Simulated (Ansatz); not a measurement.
Start from Ir in the fcc (Cu type) structure (space group Fm-3m, No. 225).

```
CELL_PARAMETERS angstrom
      0.00000     1.93527     1.93527
      1.93527     0.00000     1.93527
      1.93527     1.93527     0.00000
ATOMIC_POSITIONS crystal
  Ir 0.00000 0.00000 0.00000
```

Level of theory: PBE (Ansatz, an electronic-structure program, PAW, no SOC), earlier PAW set.

One thing is altered: full substitution Ir → Pt, then cell and atoms are relaxed.

Measured lattice parameter a: Ir 3.831 Å (static lattice; corrected from measurement; as listed in Daniel Mejia-Rodriguez, S. B. Trickey, Phys. Rev. B (2018)); Pt 3.913 Å (static lattice; corrected from measurement; as listed in Daniel Mejia-Rodriguez, S. B. Trickey, Phys. Rev. B (2018)).

Q: How well does PBE reproduce the measured shift?

A: With PBE the lattice parameter a moves by +0.100 Å (3.871 → 3.970) against +0.082 Å measured.

Stability against distortions was not tested. All final runs are without spin polarisation. Pt lies near a magnetic instability that expansion can trigger; it was not tested.
